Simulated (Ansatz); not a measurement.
A calculation with Ansatz (development build ahead of 0.2.0).

```yaml
crystal:
  periodic: [false, false, false]
  atoms:
    - { symbol: Li, position_ang: [0.0, 0.0, 1.63] }
    - { symbol: O, position_ang: [0.67, 0.0, 0.0] }
    - { symbol: O, position_ang: [-0.67, 0.0, 0.0] }
basis:
  gaussian: { orbitals: def2-SVP }
magnetization:
  initial_magnetization: 1
hamiltonian:
  xc: pbe0
scf:
  omitted_lower_state_checks: [starts, atomic_configurations, cluster_reference, orbital_swaps, given_window_search, neighbouring_geometries, increment]
output:
  forces: true
```

The input is written out in the form of the current development build from the run's settings.

The run gave:

* Converged: yes
* Total energy: -157.59410 hartree
* Spin squared of the determinant: 0.750
* Stability test: minimum among restricted orbitals

Forces (eV/Å):
```csv
atom,Fx,Fy,Fz
Li1,0.000,0.000,-0.201
O2,-1.050,0.000,0.101
O3,1.050,0.000,0.101
```
